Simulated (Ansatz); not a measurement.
Base system: BAs in the zinc blende structure (space group F-43m, No. 216; a = 4.8093 Å).

Calculations: Ansatz (an electronic-structure program), PBE, PAW, cutoff 420 eV, no spin-orbit coupling.

Perturbation: every As is replaced by P; the structure is relaxed again.

Measured lattice parameter a: BAs 4.777 Å (room temperature; as listed in M J Lucero, T M Henderson, G E Scuseria, Journal of Physics Condensed Matter (2012)); BP 4.525 Å (static lattice; corrected from measurement; as listed in Daniel Mejia-Rodriguez, S. B. Trickey, Phys. Rev. B (2018)).

Problem. How well does PBE reproduce the measured shift?

Solution. With PBE the lattice parameter a moves by -0.261 Å (4.809 → 4.548) against -0.252 Å measured. The two measured values stand on different bases (one corrected, one not), which blurs small differences.

Stability against distortions was not tested.
